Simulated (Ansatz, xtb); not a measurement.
**C4H8F+: which of two conformers lies lower**

Structure I is `CC[C+](C)F`, a singlet and structure II is `CC[C+](C)F`, a singlet. Both are isolated ions in the gas phase, relaxed with BLYP-D3(BJ)/def2-SVP.

I (Å):

```yaml
atoms:
  - { symbol: C, position_ang: [-0.1667, -1.7336, -0.8140] }
  - { symbol: C, position_ang: [-0.1985, -1.2920, 0.5729] }
  - { symbol: C, position_ang: [0.4870, -0.1367, 1.1514] }
  - { symbol: C, position_ang: [1.0505, -2.7586, -0.9389] }
  - { symbol: F, position_ang: [-0.8747, -2.0259, 1.3999] }
  - { symbol: H, position_ang: [0.0177, -0.8751, -1.4878] }
  - { symbol: H, position_ang: [-1.1056, -2.2615, -1.0727] }
  - { symbol: H, position_ang: [0.7991, -0.3224, 2.1989] }
  - { symbol: H, position_ang: [-0.2821, 0.6800, 1.1975] }
  - { symbol: H, position_ang: [1.3082, 0.2288, 0.5081] }
  - { symbol: H, position_ang: [1.0599, -3.0874, -1.9951] }
  - { symbol: H, position_ang: [2.0139, -2.2719, -0.7018] }
  - { symbol: H, position_ang: [0.8943, -3.6339, -0.2834] }
```

II (Å):

```tsv
atom	x (Å)	y (Å)	z (Å)
C	-1.2534	-0.4104	0.0587
C	0.2374	-0.7633	0.0059
C	0.6169	-2.1738	0.0120
C	1.9645	-2.7271	-0.1441
F	-0.3321	-3.0394	0.1731
H	-1.7865	-0.8012	-0.8290
H	-1.3665	0.6885	0.0735
H	-1.7341	-0.8201	0.9671
H	0.7917	-0.3003	-0.8510
H	0.8209	-0.3353	0.8696
H	2.1591	-3.4751	0.6580
H	1.9794	-3.3212	-1.0918
H	2.7459	-1.9488	-0.1778
```

Estimate E(II) − E(I) at the level CCSD(T)/def2-SVP + ΔMP2/def2-TZVPP.

Too close to call at this level: CCSD(T)/def2-SVP + ΔMP2/def2-TZVPP gives E(II) − E(I) = +0.30 kcal/mol.

The same difference at several levels:

| level | geometry | E(II) − E(I) (kcal/mol) | departure from the last row (kcal/mol) | job, with rough time for the two |
| --- | --- | --- | --- | --- |
| BLYP-D3(BJ)/def2-SVP | BLYP-D3(BJ)/def2-SVP | −0.56 | −0.86 | optimisation, 71 s |
| HF/def2-SVP | BLYP-D3(BJ)/def2-SVP | −0.82 | −1.11 | part of the CCSD(T) run |
| MP2/def2-SVP | BLYP-D3(BJ)/def2-SVP | −0.38 | −0.67 | part of the CCSD(T) run |
| CCSD(T)/def2-SVP | BLYP-D3(BJ)/def2-SVP | −0.56 | −0.86 | single point |
| CCSD(T)/def2-SVP + ΔMP2/def2-TZVPP | BLYP-D3(BJ)/def2-SVP | +0.30 |  | single point, 44 s |

The largest departure from CCSD(T)/def2-SVP + ΔMP2/def2-TZVPP is that of HF/def2-SVP, 1.11 kcal/mol. Levels run at GFN2-xTB geometries aren't shown. The last row adds to CCSD(T) the change of the MP2 difference between the two basis sets, here +0.86 kcal/mol.

With harmonic frequencies from BLYP-D3(BJ)/def2-SVP (ideal gas, rigid rotor, one conformer each, 298.15 K, 1 atm): on the last row, ΔE + ΔZPE = −0.38 kcal/mol. A mode under 50 cm⁻¹ makes harmonic enthalpies and free energies unreliable, so none is given.

The correlated steps freeze 5 core orbitals. Programs: Ansatz 0.2.0; the last row on 2 threads of Intel(R) Xeon(R) Processor @ 2.70GHz on a shared host.
